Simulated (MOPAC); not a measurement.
MOPAC input (AM1):

```
AM1 1SCF UHF MS=0.5 GEO-OK AUX(PRECISION=9) THREADS=1
C4H5

C     0.05579033 1    1.15754012 1    0.28323632 1
C     0.06380645 1   -1.16293543 1    0.25834942 1
C     0.76494387 1    0.00613078 1   -0.32524909 1
C    -0.67692040 1    0.00170417 1   -0.37693512 1
H     0.02306974 1    1.28115780 1    1.36609250 1
H     0.06246247 1    2.08444980 1   -0.27861575 1
H     0.03202083 1   -1.30997191 1    1.33830284 1
H     0.07684004 1   -2.07751359 1   -0.32325246 1
H    -1.44011468 1    0.00724010 1   -1.13893632 1
```

Output:

```
 *******************************************************************************
 **                                                                           **
 **                              MOPAC v23.2.5                                **
 **                                                                           **
 *******************************************************************************
 ** MOPAC's Digital Object Identifier: https://doi.org/10.5281/zenodo.6511958 **
 **                                                                           **
 ** Please cite the open-source release paper for use of this MOPAC version:  **
 ** J. E. Moussa and J. J. P. Stewart (2026)                                  **
 ** MOPAC: An open-source semiempirical molecular orbital program             **
 ** J. Open Source Softw., 11(119), 8025, https://doi.org/10.21105/joss.08025 **
 *******************************************************************************

                              AM1 CALCULATION RESULTS

 *******************************************************************************
 *  AM1        - The AM1 Hamiltonian to be used
 *  GEO-OK     - OVERRIDE INTERATOMIC DISTANCE AND OTHER SAFETY CHECKS
 *  UHF        - UNRESTRICTED HARTREE-FOCK CALCULATION
 *  MS=        - IN MECI, MAGNETIC COMPONENT OF SPIN =  0.5
 *  1SCF       - DO 1 SCF AND THEN STOP
 *  AUX        - OUTPUT AUXILIARY INFORMATION
 *******************************************************************************
AM1 1SCF UHF MS=0.5 GEO-OK AUX(PRECISION=9) THREADS=1
 C4H5

   ATOM   CHEMICAL          X               Y               Z
  NUMBER   SYMBOL      (ANGSTROMS)     (ANGSTROMS)     (ANGSTROMS)

     1       C          0.05579033  *   1.15754012  *   0.28323632  *
     2       C          0.06380645  *  -1.16293543  *   0.25834942  *
     3       C          0.76494387  *   0.00613078  *  -0.32524909  *
     4       C         -0.67692040  *   0.00170417  *  -0.37693512  *
     5       H          0.02306974  *   1.28115780  *   1.36609250  *
     6       H          0.06246247  *   2.08444980  *  -0.27861575  *
     7       H          0.03202083  *  -1.30997191  *   1.33830284  *
     8       H          0.07684004  *  -2.07751359  *  -0.32325246  *
     9       H         -1.44011468  *   0.00724010  *  -1.13893632  *

          CARTESIAN COORDINATES

    NO.       ATOM           X           Y           Z

     1         C          0.0558      1.1575      0.2832
     2         C          0.0638     -1.1629      0.2583
     3         C          0.7649      0.0061     -0.3252
     4         C         -0.6769      0.0017     -0.3769
     5         H          0.0231      1.2812      1.3661
     6         H          0.0625      2.0844     -0.2786
     7         H          0.0320     -1.3100      1.3383
     8         H          0.0768     -2.0775     -0.3233
     9         H         -1.4401      0.0072     -1.1389

  H: (AM1): M.J.S. DEWAR ET AL, J. AM. CHEM. SOC. 107 3902-3909 (1985)
  C: (AM1): M.J.S. DEWAR ET AL, J. AM. CHEM. SOC. 107 3902-3909 (1985)

           Empirical Formula: C4 H5  =     9 atoms

      MOLECULAR POINT GROUP   :   Cs

          UHF CALCULATION, NO. OF ALPHA ELECTRONS =   11
                           NO. OF BETA  ELECTRONS =   10

 -------------------------------------------------------------------------------
 AM1 1SCF UHF MS=0.5 GEO-OK AUX(PRECISION=9) THREADS=1
 C4H5

     1SCF WAS SPECIFIED, SO BFGS WAS NOT USED
     SCF FIELD WAS ACHIEVED

                              AM1 CALCULATION
                                                       MOPAC v23.2.5 Linux

          FINAL HEAT OF FORMATION =        145.27077 KCAL/MOL =     607.81290 KJ/MOL

          COSMO AREA              =         97.06 SQUARE ANGSTROMS
          COSMO VOLUME            =         82.13 CUBIC ANGSTROMS

          IONIZATION POTENTIAL    =         10.179127 EV
          ALPHA SOMO LUMO (EV)    =        -10.224  1.837
          BETA  SOMO LUMO (EV)    =        -10.179 -0.138
          NO. OF ALPHA ELECTRONS  =         11
          NO. OF BETA  ELECTRONS  =         10
          MOLECULAR WEIGHT        =         53.0835         POINT GROUP:  Cs

          MOLECULAR DIMENSIONS (Angstroms)

            Atom       Atom       Distance
            H     8    H     6     4.16223
            H     9    H     5     2.89141
            H     7    C     3     1.48687

          SCF CALCULATIONS        =          1

   ATOM   CHEMICAL          X               Y               Z
  NUMBER   SYMBOL      (ANGSTROMS)     (ANGSTROMS)     (ANGSTROMS)

     1       C          0.05579033  *   1.15754012  *   0.28323632  *
     2       C          0.06380645  *  -1.16293543  *   0.25834942  *
     3       C          0.76494387  *   0.00613078  *  -0.32524909  *
     4       C         -0.67692040  *   0.00170417  *  -0.37693512  *
     5       H          0.02306974  *   1.28115780  *   1.36609250  *
     6       H          0.06246247  *   2.08444980  *  -0.27861575  *
     7       H          0.03202083  *  -1.30997191  *   1.33830284  *
     8       H          0.07684004  *  -2.07751359  *  -0.32325246  *
     9       H         -1.44011468  *   0.00724010  *  -1.13893632  *

                             CARTESIAN COORDINATES

   1    C        0.055790330     1.157540120     0.283236320
   2    C        0.063806450    -1.162935430     0.258349420
   3    C        0.764943870     0.006130780    -0.325249090
   4    C       -0.676920400     0.001704170    -0.376935120
   5    H        0.023069740     1.281157800     1.366092500
   6    H        0.062462470     2.084449800    -0.278615750
   7    H        0.032020830    -1.309971910     1.338302840
   8    H        0.076840040    -2.077513590    -0.323252460
   9    H       -1.440114680     0.007240100    -1.138936320

           Empirical Formula: C4 H5  =     9 atoms

      MOLECULAR POINT GROUP   :   Cs

          ALPHA EIGENVALUES
 -41.60328 -28.16537 -22.07369 -20.82800 -16.61170 -15.05237 -13.86387 -13.00897
 -12.20135 -10.63525 -10.22446   1.83663   3.10843   3.19994   3.41447   3.53794
   4.27346   4.45271   4.55862   4.74808   4.89397

           BETA EIGENVALUES
 -41.28181 -28.05806 -22.00594 -19.80528 -15.99415 -14.94889 -13.17365 -12.94906
 -11.94056 -10.17913  -0.13804   2.29313   3.23286   3.26722   3.70205   3.97695
   4.37299   4.48109   4.59830   4.91011   4.93165

              NET ATOMIC CHARGES AND DIPOLE CONTRIBUTIONS

  ATOM NO.   TYPE          CHARGE      No. of ELECS.   s-Pop       p-Pop
    1          C          -0.132161        4.1322     1.22324     2.90892
    2          C          -0.132161        4.1322     1.22324     2.90892
    3          C          -0.097353        4.0974     1.36743     2.72992
    4          C          -0.277620        4.2776     1.23648     3.04114
    5          H           0.111757        0.8882     0.88824
    6          H           0.122209        0.8778     0.87779
    7          H           0.111757        0.8882     0.88824
    8          H           0.122209        0.8778     0.87779
    9          H           0.171363        0.8286     0.82864
 DIPOLE           X         Y         Z       TOTAL
 POINT-CHG.    -0.605    -0.007     0.472     0.767
 HYBRID        -0.299     0.001    -0.170     0.344
 SUM           -0.904    -0.006     0.302     0.953

          ATOMIC ORBITAL ELECTRON POPULATIONS

     Atom    s        px        py        pz
    1  C   1.22324   0.96428   0.94047   1.00417
    2  C   1.22324   0.96414   0.93805   1.00672
    3  C   1.36743   0.86911   0.91450   0.94630
    4  C   1.23648   1.00602   0.94888   1.08625
    5  H   0.88824
    6  H   0.87779
    7  H   0.88824
    8  H   0.87779
    9  H   0.82864

                    (SZ)    =    0.500000
                    (S**2)  =    0.763319

          ATOMIC ORBITAL SPIN POPULATIONS

    Atom   Total    s     px     py     pz
         Atomic
    1  C  0.0265 -0.001  0.036 -0.009 -0.000
    2  C  0.0265 -0.001  0.036 -0.009 -0.000
    3  C  0.9660  0.175  0.377  0.038  0.376
    4  C -0.0361 -0.002 -0.051 -0.006  0.023
    5  H  0.0050  0.005
    6  H -0.0008 -0.001
    7  H  0.0050  0.005
    8  H -0.0008 -0.001
    9  H  0.0087  0.009

 **********************
 *                    *
 * JOB ENDED NORMALLY *
 *                    *
 **********************

 == MOPAC DONE ==
```
